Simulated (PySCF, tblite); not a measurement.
**1,1-difluoro-2-methylpropane (C4H8F2): geometry, infrared bands and NMR shifts**

Wanted: the infrared bands and NMR shifts of 1,1-difluoro-2-methylpropane (C4H8F2) (`CC(C)C(F)F`), by calculation.

Programs: tblite 0.8.0 and PySCF 2.14.0, with density-fitted response routines of our own. Each step states its level of theory. These are calculated values for one molecule in the gas phase, unless marked as measured. Atoms are numbered from 0 throughout.

## Step 1: The molecule as given

14 atoms, charge 0, multiplicity 1; geometry from: force field or distance geometry start.

Bonds of the start (Å): C0–C1 1.55, C1–C2 1.51, C1–C3 1.53, C3–F4 1.40, C3–F5 1.38, C0–H6 1.12, C0–H7 1.09, C0–H8 1.13, C1–H9 1.08, C2–H10 1.11, C2–H11 1.11, C2–H12 1.14, C3–H13 1.11.

## Step 2: Geometry optimisation with GFN2-xTB

Job settings and geometry (Å):

```
{"job": {"kind": "relax", "xc": "GFN2-xTB", "basis": "xTB"}, "charge": 0, "multiplicity": 1}
C      1.350600    -0.352200     0.059200
C     -0.054900    -0.090000    -0.528600
C     -0.939000    -1.026600     0.263300
C     -0.387100     1.364800    -0.198600
F     -0.381600     1.544800     1.186700
F      0.555800     2.160500    -0.818000
H      1.455500    -1.443200     0.287700
H      2.102300     0.036300    -0.628600
H      1.347300     0.216800     1.032500
H     -0.056000    -0.253500    -1.597500
H     -1.606400    -1.639300    -0.375700
H     -0.364600    -1.658400     0.976600
H     -1.617800    -0.400100     0.930100
H     -1.404800     1.539600    -0.611300
```

Launch:

```bash
$ OMP_NUM_THREADS=1 python probes_run.py task.json out
```

One launch serves the whole session: the jobs run in the order shown.

**Question.** This job is followed by: GFN2-xTB harmonic vibrations, gas phase; GIAO PBE0/pcSseg-1 NMR shielding, non-relativistic, gas phase. Predict these results of the whole session: strongest single infrared mode (GFN2-xTB); zero-point energy (GFN2-xTB); ¹³C shifts against TMS (PBE0/pcSseg-1, means over atoms taken as alike); ¹H shifts against TMS (PBE0/pcSseg-1, means over atoms taken as alike); ¹⁹F shifts against CFCl3 (PBE0/pcSseg-1, means over atoms taken as alike).

**Answer**, as computed:

| quantity | value |
| --- | --- |
| strongest single infrared mode (GFN2-xTB) | 1071 cm⁻¹, 123 km/mol |
| zero-point energy (GFN2-xTB) | 71.9 kcal/mol |
| ¹³C shifts against TMS (PBE0/pcSseg-1, means over atoms taken as alike) | 124.8, 37.5, 16.2 ppm |
| ¹H shifts against TMS (PBE0/pcSseg-1, means over atoms taken as alike) | 6.05, 1.80, 1.08 ppm |
| ¹⁹F shifts against CFCl3 (PBE0/pcSseg-1, means over atoms taken as alike) | -150.5 ppm |

**Reading.** The optimisation took 92 steps and gained 0.700 eV; among the close pairs (by a distance rule), C2–H12 changed most, from 1.139 to 1.087 Å. All 36 modes are real, so the xTB geometry is a minimum. The strongest single mode, at 1071 cm⁻¹, is spread over many atoms; the largest shares are those of C3, F5. Unscaled tight-binding wavenumbers are off by several per cent, some by more. Its intensities can rank the bands wrongly. H13 (hydrogen on an sp3 CH bonded to 2 F) lies farthest downfield among hydrogen, at 6.05 ppm; its carbon carries F, which withdraws density. At PBE0/pcSseg-1: The largest span, 191 ppm, is at F4, F5, where the paramagnetic term is -152 ppm.
